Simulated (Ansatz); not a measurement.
**H₂Si–GeH, doublet in cc-pVDZ: errors against UCCSDT(Q)**

Geometry: a PBE0/def2-TZVP stationary point for this spin, not checked as a minimum.

```json
{"atom": "Si", "x (Å)": "0.0000", "y (Å)": "0.0181", "z (Å)": "1.6516"}
{"atom": "Ge", "x (Å)": "0.0000", "y (Å)": "-0.0284", "z (Å)": "-0.7002"}
{"atom": "H", "x (Å)": "0.0000", "y (Å)": "1.1857", "z (Å)": "2.5806"}
{"atom": "H", "x (Å)": "0.0000", "y (Å)": "-1.2094", "z (Å)": "2.4992"}
{"atom": "H", "x (Å)": "0.0000", "y (Å)": "1.5656", "z (Å)": "-0.6371"}
```

Basis cc-pVDZ; Ansatz 0.2.0. Only valence electrons are correlated (noble-gas cores and the filled d shells of p-block atoms frozen), which leaves 11 electrons in 41 orbitals. Prefix R: restricted or restricted open-shell reference; prefix U: unrestricted. No spin–orbit coupling is included, and no scalar relativity.

Full CI isn't at hand for all of this; UCCSDT(Q) serves as the reference, and is uncertain by about the last step of the cluster series.

* UHF ⟨S²⟩: 0.766
* T1 diagnostic (RCCSD): 0.0183
* largest doubles amplitude (RCCSD): 0.058
* T1 diagnostic (UCCSD): 0.0184

Q: From what is known of these methods and the diagnostics, rank them by the size of their error in total energy against UCCSDT(Q) in cc-pVDZ, smallest first (an estimate: the text doesn't fix the numbers).
A. UCCSD(T)
B. UCCSDT
C. UMP2
D. UCCSD
E. UHF

A: B (1.0 kJ/mol), A (4.6 kJ/mol), D (21.5 kJ/mol), C (129.1 kJ/mol), E (566.1 kJ/mol).

All errors are against UCCSDT(Q) in cc-pVDZ. Within each family the higher level lies nearer, as is usual though not guaranteed.

Atomization energy (electronic, same basis, no zero-point term; atoms at the same level, unrestricted beside the R rows where the molecule is a closed shell, but restricted open-shell past Ca, as are all atoms' steps beyond CCSDT(Q)) at UCCSDT(Q): 1045.7 kJ/mol. Errors of other levels:

```json
{"level": "UHF", "error (kJ/mol)": "-235.7"}
{"level": "UMP2", "error (kJ/mol)": "-29.9"}
{"level": "UCCSD", "error (kJ/mol)": "-14.9"}
{"level": "UCCSD(T)", "error (kJ/mol)": "-2.7"}
{"level": "UCCSDT", "error (kJ/mol)": "-0.8"}
```

This basis is far from its limit, so the value isn't to be set against a measured one.
